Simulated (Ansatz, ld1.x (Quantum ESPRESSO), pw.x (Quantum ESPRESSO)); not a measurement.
# pw.x on fcc Sr: one setting changed

Potential: norm-conserving Troullier–Martins (Kleinman–Bylander form), ld1.x (Quantum ESPRESSO) 7.5, PBE; core [Kr], reference 4d0 5s2 5p0; waves: 5p (bound, empty): rc 4.20 bohr; 4d (bound, empty): rc 3.20 bohr; 5s (bound): rc 2.65 bohr; local part: the s channel; core correction: a·sin(br)/r model core inside 3.18 bohr.

The reference run (k-mesh 10³, cutoffs 50/200 Ry, Fermi–Dirac 0.01 Ry, mixing_beta 0.4, conv_thr 1e-9, no spin) gives -0.10 GPa at 55.145 Å³/atom, where all-electron LAPW gives 0.01 GPa. This run, with its own iteration cap, changes startingwfc to atomic.

```
&control
  calculation='scf', prefix='x', pseudo_dir='./', outdir='./tmp', tstress=.true., disk_io='none'
/
&system
  ibrav=0, nat=1, ntyp=1, ecutwfc=50, ecutrho=200, nbnd=8,
  occupations='smearing', smearing='fd', degauss=0.01
/
&electrons
  conv_thr=1e-09, mixing_beta=0.4, electron_maxstep=60, startingwfc='atomic'
/
ATOMIC_SPECIES
Sr 1.0 Sr.UPF
CELL_PARAMETERS angstrom
  0.00000000 3.02105558 3.02105558
  3.02105558 0.00000000 3.02105558
  3.02105558 3.02105558 0.00000000
ATOMIC_POSITIONS crystal
Sr 0.0000 0.0000 0.0000
K_POINTS automatic
10 10 10 0 0 0
```

```bash
pw.x < Sr.scf.in > Sr.scf.out
```

How does the run end?

It converges in 7 iterations; the free energy moves by +0.0 meV/atom and the pressure by +0.00 GPa. The result is that of the reference run.

```
Message from routine setup:
     using ibrav=0 with symmetry is DISCOURAGED, use correct ibrav instead
     lattice parameter (alat)  =       8.0737  a.u.
     unit-cell volume          =     372.1369 (a.u.)^3
     number of electrons       =         2.00
     number of Kohn-Sham states=            8
     kinetic-energy cutoff     =      50.0000  Ry
     charge density cutoff     =     200.0000  Ry
     scf convergence threshold =      1.0E-09
     Exchange-correlation= PBE
     number of k points=    47  Fermi-Dirac smearing, width (Ry)=  0.0100
     iteration #  1     ecut=    50.00 Ry     beta= 0.40
     total energy              =      -1.68165308 Ry
     estimated scf accuracy    <       0.00113855 Ry
     iteration #  2     ecut=    50.00 Ry     beta= 0.40
     total energy              =      -1.68194119 Ry
     estimated scf accuracy    <       0.00041506 Ry
     iteration #  3     ecut=    50.00 Ry     beta= 0.40
     total energy              =      -1.68195815 Ry
     estimated scf accuracy    <       0.00000116 Ry
     iteration #  4     ecut=    50.00 Ry     beta= 0.40
     total energy              =      -1.68196082 Ry
     estimated scf accuracy    <       0.00000034 Ry
     iteration #  5     ecut=    50.00 Ry     beta= 0.40
     total energy              =      -1.68196085 Ry
     estimated scf accuracy    <          6.8E-09 Ry
     iteration #  6     ecut=    50.00 Ry     beta= 0.40
     total energy              =      -1.68196086 Ry
     estimated scf accuracy    <          4.4E-09 Ry
     iteration #  7     ecut=    50.00 Ry     beta= 0.40
     the Fermi energy is     1.8009 ev
!    total energy              =      -1.68196086 Ry
     estimated scf accuracy    <          1.3E-11 Ry
     smearing contrib. (-TS)   =      -0.00584769 Ry
     The total energy is F=E-TS. E is the sum of the following terms:
     one-electron contribution =       1.01505704 Ry
     hartree contribution      =       0.00302930 Ry
     xc contribution           =      -1.08800294 Ry
     ewald contribution        =      -1.60619657 Ry
     convergence has been achieved in   7 iterations
          total   stress  (Ry/bohr**3)                   (kbar)     P=       -0.97
     Message from routine punch:
     Nothing written, as per user request (disk_io='none')
```

The run took about 11 s on one core of a shared host (Neoverse-V1, 32 threads, 247 GiB, load 14).
